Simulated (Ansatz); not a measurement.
**LiSi+ (singlet): wave-function methods side by side, aug-cc-pVDZ**

How much of the correlation energy of LiSi+ (singlet) does each wave-function method recover here?

Method: aug-cc-pVDZ, core rule «outside noble gas», up to 6 orbitals frozen; program: Ansatz 0.2.0, Gaussian basis.

Plan: UHF; CCSD(T) on RHF; CCSD(T) on UHF; BCCD(T) on RHF; CISD; CCSDT(Q) on RHF; CCSDT(Q) on UHF; Full CI.

28 further runs of the same task are left out: 14 for a known fault of the program, 5 that didn't finish, 9 set aside as unsound or not needed. Runs told in other sessions of the task aren't counted.

### Step 1. What is computed

The geometry is a PBE0/def2-TZVP stationary point (not a proven minimum) of the parent state, kept for this charge and spin.

2 atoms, charge 1, spin multiplicity 1.

Atoms are counted from 1 here; the program's logs count them from 0.

Bond lengths: Si1–Li2 2.442 Å.

### Step 2. UHF

Contents of in.yaml:

```yaml
crystal:
  periodic: [false, false, false]
  atoms:
    - {symbol: Si, position_ang: [0.000000, 0.000000, 0.000000]}
    - {symbol: Li, position_ang: [0.000000, 0.000000, 2.441500]}
basis:
  gaussian: {orbitals: aug-cc-pVDZ}
total_charge: 1
magnetization: {spin_polarized: true, initial_magnetization: 0}
hamiltonian: {xc: hf}
output: {orbitals: {seedname: orbitals}}
```

Launch:

```bash
> ansatz run in.yaml --threads 1 --pin off --events-out ev --progress --plain --max-ram 2393MiB
```

Further steps of the session: CCSD(T) on RHF; CCSD(T) on UHF; BCCD(T) on RHF; CISD; CCSDT(Q) on RHF; CCSDT(Q) on UHF; Full CI.

Q: Predict the results of all the runs planned. Wanted: FCI from the RHF energy; RMP2 from FCI; RCCSD from FCI; RCCSD(T) from FCI; RCCSDT(Q) from FCI; T1 diagnostic; effectively unpaired electrons.

**Answer**, as computed:

| quantity | value |
| --- | --- |
| FCI from the RHF energy | -2.3395 eV |
| RMP2 from FCI | +790.2 meV |
| RCCSD from FCI | +72.3 meV |
| RCCSD(T) from FCI | +24.3 meV |
| RCCSDT(Q) from FCI | +4.2 meV |
| levels within 1 kcal/mol (43 meV) | RCCSD(T), BCCD(T), RCCSDT, RCCSDT(Q) |
| T1 diagnostic | 0.012 |
| effectively unpaired electrons | 0.26 |

RCCSD(T) lands +24.3 meV from the yardstick (1.0 % of the correlation energy). The occupations show static correlation (0.26 effectively unpaired electrons where one determinant has 0). These misses are within one basis, not against nature.

The restricted and unrestricted ladders end 0.37 eV apart at CCSDT(Q), which points to two states or an unsound top rung; rows of one don't measure the error of the other.
